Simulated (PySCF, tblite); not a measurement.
# HO−: protonation, part 2 of 2

tblite 0.8.0 and PySCF 2.14.0. Atoms count from 0.

## Step 11: Single point (HO−): wavefunction

Geometry: PBE0-D3(BJ)/ma-def2-SVP.

What the job is given:

```
{"job": {"kind": "sp", "xc": "CCSD(T)", "basis": "aug-cc-pVTZ", "grid": 2}, "charge": -1, "multiplicity": 1}
O     -0.080164    -0.301277     0.352455
H      0.085667     0.303806    -0.380751
```

With the program's defaults for keys left out, this is: wavefunction single point, frozen core, gas phase.

What it wrote:

```text
final grid: 16584 points
cycle   1  E = -75.2775748482  dE = -2.192e-01  |g| = 7.764e-01  |ddm| = 2.025e+00
cycle   2  E = -75.2950901059  dE = -1.752e-02  |g| = 7.978e-01  |ddm| = 1.445e+00
cycle   3  E = -75.4119851632  dE = -1.169e-01  |g| = 2.015e-02  |ddm| = 7.073e-01
cycle   4  E = -75.4120870608  dE = -1.019e-04  |g| = 8.537e-03  |ddm| = 3.026e-02
cycle   5  E = -75.4121030154  dE = -1.595e-05  |g| = 1.378e-03  |ddm| = 1.152e-02
cycle   6  E = -75.4121039116  dE = -8.962e-07  |g| = 3.183e-04  |ddm| = 3.159e-03
cycle   7  E = -75.4121039716  dE = -5.998e-08  |g| = 4.995e-05  |ddm| = 1.059e-03
cycle   8  E = -75.4121039739  dE = -2.290e-09  |g| = 1.540e-05  |ddm| = 1.962e-04
converged SCF energy = -75.4121039739
E(HF, exact integrals) = -75.4121364666
E(MP2) = -75.7022826633
E(CCSD) = -75.6970309545
E(CCSD(T)) = -75.7094177437
T1 diagnostic = 0.0220
```

Run time: 2.5 s. Hardware: 1 thread of Arm Neoverse V2, shared host.

## Step 12: Single point (H₂O): wavefunction

Geometry: PBE0-D3(BJ)/ma-def2-SVP.

What the job is given:

```
{"job": {"kind": "sp", "xc": "CCSD(T)", "basis": "aug-cc-pVTZ", "grid": 2}, "charge": 0, "multiplicity": 1}
O      0.169227    -0.508206     0.155079
H     -0.053350     0.417830     0.022040
H     -0.362381    -0.783401     0.907669
```

Level: wavefunction single point, frozen core, gas phase.

What it wrote:

```text
final grid: 21952 points
cycle   1  E = -76.0243626089  dE = -1.504e-01  |g| = 4.360e-01  |ddm| = 2.787e+00
cycle   2  E = -76.0497098563  dE = -2.535e-02  |g| = 2.609e-01  |ddm| = 7.445e-01
cycle   3  E = -76.0601295673  dE = -1.042e-02  |g| = 2.578e-02  |ddm| = 2.812e-01
cycle   4  E = -76.0602821824  dE = -1.526e-04  |g| = 5.750e-03  |ddm| = 3.220e-02
cycle   5  E = -76.0602965437  dE = -1.436e-05  |g| = 1.213e-03  |ddm| = 1.046e-02
cycle   6  E = -76.0602974771  dE = -9.335e-07  |g| = 2.290e-04  |ddm| = 2.724e-03
cycle   7  E = -76.0602975153  dE = -3.814e-08  |g| = 3.545e-05  |ddm| = 7.394e-04
cycle   8  E = -76.0602975160  dE = -7.670e-10  |g| = 4.230e-06  |ddm| = 1.046e-04
converged SCF energy = -76.0602975160
E(HF, exact integrals) = -76.0603019929
E(MP2) = -76.3289795806
E(CCSD) = -76.3336484960
E(CCSD(T)) = -76.3423154615
T1 diagnostic = 0.0101
```

It took 6.9 s on 1 thread of Arm Neoverse V2, shared host; peak memory 0.59 GiB.

## Step 13: Protonation: CCSD(T)/aug-cc-pVTZ

This step combines the energies above: geometries from PBE0-D3(BJ)/ma-def2-SVP, zero-point and thermal terms from PBE0-D3(BJ)/ma-def2-SVP.

What the job is given:

```
{"job": {"kind": "pa", "geom": {"xc": "PBE0", "basis": "ma-def2-SVP", "d3": "d3bj", "grid": 1}, "hess": 1, "level": {"xc": "CCSD(T)", "basis": "aug-cc-pVTZ"}}, "charge": -1, "multiplicity": 1}
O     -0.080164    -0.301277     0.352455
H      0.085667     0.303806    -0.380751
```

Output (the driver's rows laid out field by field):

```text
protonation site by site, CCSD(T)/aug-cc-pVTZ // PBE0-D3(BJ)/ma-def2-SVP

row 1
  formula                 H2O
  charge                  0
  multiplicity            1
  smiles                  O
  kept                    yes
  pieces                  1
  point_group             C2v
  atom                    0
  element                 O
  electronic              1661.67
  enthalpy                1632.87
  free_energy             1605.29
  share_gas               1.0
```

It took 9.5 s on 1 thread of Arm Neoverse V2, shared host; peak memory 0.59 GiB.

Energy given off on adding a proton (kJ/mol, gas phase, 298 K for the thermal columns):

| site | product | electronic | enthalpy | free energy |
| --- | --- | --- | --- | --- |
| O0 | O | 1661.7 | 1632.9 | 1605.3 |

## Step 14: Single point (HO−): wavefunction

Geometry: PBE0-D3(BJ)/ma-def2-SVP.

What the job is given:

```
{"job": {"kind": "sp", "xc": "MP2", "basis": "aug-cc-pVTZ", "grid": 2}, "charge": -1, "multiplicity": 1}
O     -0.080164    -0.301277     0.352455
H      0.085667     0.303806    -0.380751
```

Level: wavefunction single point, frozen core, gas phase.

What it wrote:

```text
final grid: 16584 points
cycle   1  E = -75.2775748482  dE = -2.192e-01  |g| = 7.764e-01  |ddm| = 2.025e+00
cycle   2  E = -75.2950901059  dE = -1.752e-02  |g| = 7.978e-01  |ddm| = 1.445e+00
cycle   3  E = -75.4119851632  dE = -1.169e-01  |g| = 2.015e-02  |ddm| = 7.073e-01
cycle   4  E = -75.4120870608  dE = -1.019e-04  |g| = 8.537e-03  |ddm| = 3.026e-02
cycle   5  E = -75.4121030154  dE = -1.595e-05  |g| = 1.378e-03  |ddm| = 1.152e-02
cycle   6  E = -75.4121039116  dE = -8.962e-07  |g| = 3.183e-04  |ddm| = 3.159e-03
cycle   7  E = -75.4121039716  dE = -5.998e-08  |g| = 4.995e-05  |ddm| = 1.059e-03
cycle   8  E = -75.4121039739  dE = -2.290e-09  |g| = 1.540e-05  |ddm| = 1.962e-04
converged SCF energy = -75.4121039739
E(HF, exact integrals) = -75.4121364666
E(MP2) = -75.7022826200
```

Run time: 0.27 s. Hardware: 1 thread of Arm Neoverse V2, shared host.

## Step 15: Single point (H₂O): wavefunction

Geometry: PBE0-D3(BJ)/ma-def2-SVP.

What the job is given:

```
{"job": {"kind": "sp", "xc": "MP2", "basis": "aug-cc-pVTZ", "grid": 2}, "charge": 0, "multiplicity": 1}
O      0.169227    -0.508206     0.155079
H     -0.053350     0.417830     0.022040
H     -0.362381    -0.783401     0.907669
```

Level: wavefunction single point, frozen core, gas phase.

What it wrote:

```text
final grid: 21952 points
cycle   1  E = -76.0243626089  dE = -1.504e-01  |g| = 4.360e-01  |ddm| = 2.787e+00
cycle   2  E = -76.0497098563  dE = -2.535e-02  |g| = 2.609e-01  |ddm| = 7.445e-01
cycle   3  E = -76.0601295673  dE = -1.042e-02  |g| = 2.578e-02  |ddm| = 2.812e-01
cycle   4  E = -76.0602821824  dE = -1.526e-04  |g| = 5.750e-03  |ddm| = 3.220e-02
cycle   5  E = -76.0602965437  dE = -1.436e-05  |g| = 1.213e-03  |ddm| = 1.046e-02
cycle   6  E = -76.0602974771  dE = -9.335e-07  |g| = 2.290e-04  |ddm| = 2.724e-03
cycle   7  E = -76.0602975153  dE = -3.814e-08  |g| = 3.545e-05  |ddm| = 7.394e-04
cycle   8  E = -76.0602975160  dE = -7.670e-10  |g| = 4.230e-06  |ddm| = 1.046e-04
converged SCF energy = -76.0602975160
E(HF, exact integrals) = -76.0603019929
E(MP2) = -76.3289794627
```

Run time: 0.62 s. Hardware: 1 thread of Arm Neoverse V2, shared host.

## Step 16: Protonation: MP2/aug-cc-pVTZ

This step combines the energies above: geometries from PBE0-D3(BJ)/ma-def2-SVP, zero-point and thermal terms from PBE0-D3(BJ)/ma-def2-SVP.

What the job is given:

```
{"job": {"kind": "pa", "geom": {"xc": "PBE0", "basis": "ma-def2-SVP", "d3": "d3bj", "grid": 1}, "hess": 1, "level": {"xc": "MP2", "basis": "aug-cc-pVTZ"}}, "charge": -1, "multiplicity": 1}
O     -0.080164    -0.301277     0.352455
H      0.085667     0.303806    -0.380751
```

Output (the driver's rows laid out field by field):

```text
protonation site by site, MP2/aug-cc-pVTZ // PBE0-D3(BJ)/ma-def2-SVP

row 1
  formula                 H2O
  charge                  0
  multiplicity            1
  smiles                  O
  kept                    yes
  pieces                  1
  point_group             C2v
  atom                    0
  element                 O
  electronic              1645.39
  enthalpy                1616.59
  free_energy             1589.01
  share_gas               1.0
```

Run time: 0.94 s. Hardware: 1 thread of Arm Neoverse V2, shared host.

Energy given off on adding a proton (kJ/mol, gas phase, 298 K for the thermal columns):

| site | product | electronic | enthalpy | free energy |
| --- | --- | --- | --- | --- |
| O0 | O | 1645.4 | 1616.6 | 1589.0 |

## Step 17: Single point (HO−): HF/aug-cc-pVTZ

Geometry: PBE0-D3(BJ)/ma-def2-SVP.

What the job is given:

```
{"job": {"kind": "sp", "xc": "HF", "basis": "aug-cc-pVTZ", "grid": 2}, "charge": -1, "multiplicity": 1}
O     -0.080164    -0.301277     0.352455
H      0.085667     0.303806    -0.380751
```

What it wrote:

```text
final grid: 16584 points
cycle   1  E = -75.2775748482  dE = -2.192e-01  |g| = 7.764e-01  |ddm| = 2.025e+00
cycle   2  E = -75.2950901059  dE = -1.752e-02  |g| = 7.978e-01  |ddm| = 1.445e+00
cycle   3  E = -75.4119851632  dE = -1.169e-01  |g| = 2.015e-02  |ddm| = 7.073e-01
cycle   4  E = -75.4120870608  dE = -1.019e-04  |g| = 8.537e-03  |ddm| = 3.026e-02
cycle   5  E = -75.4121030154  dE = -1.595e-05  |g| = 1.378e-03  |ddm| = 1.152e-02
cycle   6  E = -75.4121039116  dE = -8.962e-07  |g| = 3.183e-04  |ddm| = 3.159e-03
cycle   7  E = -75.4121039716  dE = -5.998e-08  |g| = 4.995e-05  |ddm| = 1.059e-03
cycle   8  E = -75.4121039739  dE = -2.290e-09  |g| = 1.540e-05  |ddm| = 1.962e-04
converged SCF energy = -75.4121039739
```

It took 0.08 s on 1 thread of Arm Neoverse V2, shared host.

## Step 18: Single point (H₂O): HF/aug-cc-pVTZ

Geometry: PBE0-D3(BJ)/ma-def2-SVP.

What the job is given:

```
{"job": {"kind": "sp", "xc": "HF", "basis": "aug-cc-pVTZ", "grid": 2}, "charge": 0, "multiplicity": 1}
O      0.169227    -0.508206     0.155079
H     -0.053350     0.417830     0.022040
H     -0.362381    -0.783401     0.907669
```

What it wrote:

```text
final grid: 21952 points
cycle   1  E = -76.0243626089  dE = -1.504e-01  |g| = 4.360e-01  |ddm| = 2.787e+00
cycle   2  E = -76.0497098563  dE = -2.535e-02  |g| = 2.609e-01  |ddm| = 7.445e-01
cycle   3  E = -76.0601295673  dE = -1.042e-02  |g| = 2.578e-02  |ddm| = 2.812e-01
cycle   4  E = -76.0602821824  dE = -1.526e-04  |g| = 5.750e-03  |ddm| = 3.220e-02
cycle   5  E = -76.0602965437  dE = -1.436e-05  |g| = 1.213e-03  |ddm| = 1.046e-02
cycle   6  E = -76.0602974771  dE = -9.335e-07  |g| = 2.290e-04  |ddm| = 2.724e-03
cycle   7  E = -76.0602975153  dE = -3.814e-08  |g| = 3.545e-05  |ddm| = 7.394e-04
cycle   8  E = -76.0602975160  dE = -7.670e-10  |g| = 4.230e-06  |ddm| = 1.046e-04
converged SCF energy = -76.0602975160
```

Wall time 0.1 s (1 thread of Arm Neoverse V2, shared host).

## Step 19: Protonation: HF/aug-cc-pVTZ

This step combines the energies above: geometries from PBE0-D3(BJ)/ma-def2-SVP, zero-point and thermal terms from PBE0-D3(BJ)/ma-def2-SVP.

What the job is given:

```
{"job": {"kind": "pa", "geom": {"xc": "PBE0", "basis": "ma-def2-SVP", "d3": "d3bj", "grid": 1}, "hess": 1, "level": {"xc": "HF", "basis": "aug-cc-pVTZ"}}, "charge": -1, "multiplicity": 1}
O     -0.080164    -0.301277     0.352455
H      0.085667     0.303806    -0.380751
```

Output (the driver's rows laid out field by field):

```text
protonation site by site, HF/aug-cc-pVTZ // PBE0-D3(BJ)/ma-def2-SVP

row 1
  formula                 H2O
  charge                  0
  multiplicity            1
  smiles                  O
  kept                    yes
  pieces                  1
  point_group             C2v
  atom                    0
  element                 O
  electronic              1701.83
  enthalpy                1673.03
  free_energy             1645.44
  share_gas               1.0
```

Wall time 0.24 s (1 thread of Arm Neoverse V2, shared host).

Energy given off on adding a proton (kJ/mol, gas phase, 298 K for the thermal columns):

| site | product | electronic | enthalpy | free energy |
| --- | --- | --- | --- | --- |
| O0 | O | 1701.8 | 1673.0 | 1645.4 |

## Step 20: Outcome

What follows sums up all 2 parts.

```
                                            quantity                  value
           strongest single infrared mode (GFN2-xTB)  3397 cm⁻¹, 248 km/mol
                        zero-point energy (GFN2-xTB)           4.9 kcal/mol
                                         point group                  Cinfv
                rotational constants (main isotopes)     572.42, 572.42 GHz
proton affinity (−ΔH), O0 (PBE0-D3(BJ)/ma-def2-TZVP)          1637.9 kJ/mol
     proton affinity (−ΔH), O0 (CCSD(T)/aug-cc-pVTZ)          1632.9 kJ/mol
         proton affinity (−ΔH), O0 (MP2/aug-cc-pVTZ)          1616.6 kJ/mol
          proton affinity (−ΔH), O0 (HF/aug-cc-pVTZ)          1673.0 kJ/mol
```

**Reading.** The one mode is real. GFN2-xTB is a fitted tight-binding method: band positions and strengths are rough. Its intensities can rank the bands wrongly. Over 2 steps the energy fell by 0.005 eV; of the close pairs, O0–H1 changed most, 0.979 to 0.965 Å (PBE0/ma-def2-SVP). The proton affinity (−ΔH) at O0 is 1637.9 kJ/mol at PBE0-D3(BJ)/ma-def2-TZVP; zero-point and thermal terms move it by -28.8 kJ/mol from the electronic value.
